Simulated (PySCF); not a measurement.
Compound: C2H3Cl2 (doublet state).
Geometry (PBE0-D3(BJ)/def2-SVP, Å), atoms numbered from 1 in this order:
```xyz
7
C2H3Cl2 angstrom
C     -0.6655   -0.2468   -0.0417
C      0.7279    0.2332   -0.2099
Cl     2.0088   -0.7841    0.3198
Cl     1.0229    1.9248   -0.1260
H     -0.9923   -0.1939    1.0144
H     -0.7445   -1.2934   -0.3697
H     -1.3506    0.3700   -0.6410
```

Identity: `[C](Cl)(Cl)C` [radical].

Computed with UKS B3LYP, IGLO-III on C Cl, pcH-1 on H, non-relativistic, mean-field spin-orbit, GIAO in PySCF. Geometry: PBE0-D3(BJ)/def2-SVP; no solvent, vibrations or thermal averaging. Stability of the SCF solution: not tested.

Problem. Predict the first-order ENDOR lines of H5/H6/H7 and Cl3/Cl4 under fast tumbling at B = 331.4 mT (X band).

Solution. ν± = |νn ± a/2|, one line for each electron-spin manifold; νn = |g_N| × 7.62259 MHz/T × B.

```json
{"nuclei": "H5/H6/H7", "isotope": "1H", "g_N": "5.5857", "νn (MHz)": "14.11", "a_iso (MHz)": "57.50", "lower line (MHz)": "14.64", "upper line (MHz)": "42.86"}
{"nuclei": "Cl3/Cl4", "isotope": "35Cl", "g_N": "0.5479", "νn (MHz)": "1.38", "a_iso (MHz)": "12.04", "lower line (MHz)": "4.63", "upper line (MHz)": "7.40"}
```

Problem. Which pairs are centred on the nuclear Larmor frequency, and which on half the coupling?

Solution. No pair is centred on νn. Centred on |a|/2 and split by 2νn: H5/H6/H7 and Cl3/Cl4.

Problem. At what field would the lower line of H5/H6/H7 fall to zero frequency?

Solution. Where νn = |a|/2, that is B = 28.75 MHz/(5.5857 × 7.62259 MHz/T) = 675 mT, as far as first order holds there.

Nuclei that the bonding pattern makes equivalent are averaged, as if the motion that swaps them (rotation, inversion, ring flip) were fast. The three 1H nuclei of mean +57.5 MHz run from 24.2 to 123.9 MHz in the frozen geometry.

Main isotope only: 35Cl (natural samples also hold 24 % 37Cl, magnetic too, which adds its own pattern).

The run took 19 s wall on one thread, Arm Neoverse V2, on a shared host.
